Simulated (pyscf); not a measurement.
PySCF, gas phase, ωB97X-D3(BJ)/def2-SVP geometries.

Task: How much does it cost (ΔH, 298 K, ωB97M-D3(BJ)/def2-TZVP) to split `[F][SiH]([Cl])[O][SiH3]` at its Cl–Si bond into F–SiH•–O–SiH₃ + Cl•?

Result: Cl–Si to F–SiH•–O–SiH₃ + Cl•: 119.0 kcal/mol. The 7 functionals that were run give +113.1 (B3LYP-D3(BJ)) to +120.1 kcal/mol (ωB97X-D3(BJ)). Other isomers of F–SiH•–O–SiH₃ were not searched in full and may lie lower. Left out: the spin-orbit lowering of Cl.
